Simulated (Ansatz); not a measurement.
Ansatz (a first-principles code) input (B3LYP-D3(BJ)/def2-TZVP):

Ansatz 0.2 input:
```yaml
crystal:
  periodic: [false, false, false]
  atoms:
    - {symbol: C, position_ang: [0.03816172, -0.00002849, 0.00842478]}
    - {symbol: O, position_ang: [1.30803976, -0.23838069, -0.05063425]}
    - {symbol: H, position_ang: [-0.44369521, -0.09690540, 1.05558917]}
    - {symbol: H, position_ang: [-0.29085741, 1.05888916, -0.32265439]}
    - {symbol: H, position_ang: [-0.63288598, -0.68385995, -0.63989583]}
basis:
  gaussian:
    orbitals: def2-TZVP
hamiltonian:
  xc: b3lyp
  dispersion: d3bj
total_charge: -1
relax: {f_tol: 0.002, max_steps: 150}
```

End of the output:

```
reference -3133.39113644 eV, -115.1500003752 hartree; 9, 9 occupied and 71, 71 virtual orbitals, 463 factors
relax step   5: F+E_penalty+E_count = -3133.45688658 eV  Δ(F+E_penalty+E_count) = -3.458e-6 eV  max|allowed force component| = 6.835e-4 eV/Å  Δτ_max = 0.0003 Å  (30 SCF iters, accepted)
integrals: 0.01 GiB planned
463 factors; their error is unknown
mean field: 0.16 GiB planned
mean field -3133.39094591 eV, -115.1499933734 hartree, gradient 2.0e-5 eV, S^2 0.000000; 1 other end points of the search recorded, 0 dependent functions left out
the calculation of the forces begins
reference -3133.39113644 eV, -115.1500003752 hartree; 9, 9 occupied and 71, 71 virtual orbitals, 463 factors
Total energy: -3133.45707711 eV, -115.1524236502 hartree
Atom 0 at     0.038590    -0.000098     0.008180 Å, force    -0.000123     0.000033    -0.000002 eV/Å
Atom 1 at     1.334998    -0.243485    -0.051973 Å, force     0.000683    -0.000111     0.000006 eV/Å
Atom 2 at    -0.453124    -0.091737     1.039529 Å, force    -0.000137    -0.000015     0.000424 eV/Å
Atom 3 at    -0.302606     1.045043    -0.316052 Å, force    -0.000102     0.000461    -0.000100 eV/Å
Atom 4 at    -0.639095    -0.670009    -0.628855 Å, force    -0.000322    -0.000368    -0.000329 eV/Å
Dipole moment:    -0.352244     0.066128     0.016342 e Å
```
